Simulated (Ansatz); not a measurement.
Cost and result for the atomization energy of `CC1C=CCC1` (16 atoms, 16 bonds).

```
atom   x (Å)   y (Å)   z (Å)
  C1   0.136  -1.854   0.149
  C2  -0.058  -0.585  -0.676
  C3  -1.322   0.134  -0.287
  C4  -1.079   1.243   0.401
  C5   0.392   1.487   0.570
  C6   1.020   0.486  -0.413
  H7  -0.697  -2.549   0.013
  H8   0.197  -1.616   1.215
  H9   1.055  -2.372  -0.138
 H10  -0.073  -0.866  -1.735
 H11  -2.308  -0.263  -0.500
 H12  -1.839   1.886   0.832
 H13   0.679   2.519   0.352
 H14   0.694   1.298   1.608
 H15   1.251   1.001  -1.348
 H16   1.951   0.052  -0.043
```

Charge 0, multiplicity 1. The structure was optimised at the PBE0-D4/def2-TZVP level. Program: Ansatz. All runs use 2 threads of an AMD EPYC 7R13 on a shared host and a share of an NVIDIA H100 80 GB. Times are those of one run each, without the atoms' runs, and a repeat can differ threefold. Electronic energies, without spin–orbit coupling; frozen cores. CCSD(T)/CBS adds CCSD(T) − MP2 in def2-TZVPP to the MP2 limit, and its time is that of the two runs behind it. T1 = 0.010.

CCSD(T)/CBS is a level of theory with its own doubt, some kJ/mol a heavy atom from the limit and from the frozen cores, so smaller differences don't rank the functionals.

| level | functions | wall time |
| --- | --- | --- |
| BLYP-D4/def2-TZVPP | 326 | 2.2 s |
| revPBE-D4/def2-TZVPP | 326 | 2.4 s |
| PBE-D4/def2-TZVPP (with forces) | 326 | 2.5 s |
| BHLYP-D4/def2-TZVPP | 326 | 2.5 s |
| r2SCAN-D4/def2-TZVPP (with forces) | 326 | 3 s |
| PBE0-D4/def2-TZVPP | 326 | 3.2 s |
| CCSD(T)/def2-SVP | 134 | 4.3 s |
| B97M-V/def2-TZVPP | 326 | 5.5 s |
| ωB97X-V/def2-TZVPP | 326 | 6 s |
| ωB97M-V/def2-TZVPP (with forces) | 326 | 8 s |
| MP2/def2-QZVPP | 642 | 8.5 s |
| CCSD(T)/def2-TZVPP | 326 | 15 s |
| CCSD(T)/CBS(def2) | – | 23 s |

What atomization energy does each give, and how far from CCSD(T)/CBS? (Best estimate.)

Ansatz gave: 
| level | atomization (kJ/mol) | difference from CCSD(T)/CBS | per bond |
| --- | --- | --- | --- |
| BLYP-D4/def2-TZVPP | 6731.1 | -25.2 | -1.6 |
| revPBE-D4/def2-TZVPP | 6775.6 | 19.3 | 1.2 |
| PBE-D4/def2-TZVPP (with forces) | 6921.5 | 165.2 | 10.3 |
| BHLYP-D4/def2-TZVPP | 6608.0 | -148.3 | -9.3 |
| r2SCAN-D4/def2-TZVPP (with forces) | 6783.0 | 26.7 | 1.7 |
| PBE0-D4/def2-TZVPP | 6838.5 | 82.2 | 5.1 |
| CCSD(T)/def2-SVP | 6530.0 | -226.3 | -14.1 |
| B97M-V/def2-TZVPP | 6775.1 | 18.8 | 1.2 |
| ωB97X-V/def2-TZVPP | 6770.6 | 14.3 | 0.9 |
| ωB97M-V/def2-TZVPP (with forces) | 6781.4 | 25.1 | 1.6 |
| MP2/def2-QZVPP | 6793.1 | 36.8 | 2.3 |
| CCSD(T)/def2-TZVPP | 6616.4 | -139.9 | -8.7 |
| CCSD(T)/CBS(def2) | 6756.3 | 0.0 | 0.0 |

Leaving LDA and LC-ωPBE aside and taking each functional with its dispersion term where it has one, the values spread over 313.5 kJ/mol, from BHLYP-D4 to PBE-D4. LDA lies +813.7 kJ/mol from PBE without D4, its usual overbinding. From r2SCAN to r2SCAN0 (25 % exact exchange), in def2-TZVPP and without D4, the atomization energy moves by −62.4 kJ/mol: exact exchange takes away binding that semilocal exchange gives to molecules. In def2-TZVPP, CCSD(T) changes the Hartree–Fock value by +1510.5 kJ/mol (the triples alone add +90.4 kJ/mol) and MP2 by +1605.3 kJ/mol; breaking electron pairs costs correlation energy, which Hartree–Fock lacks.
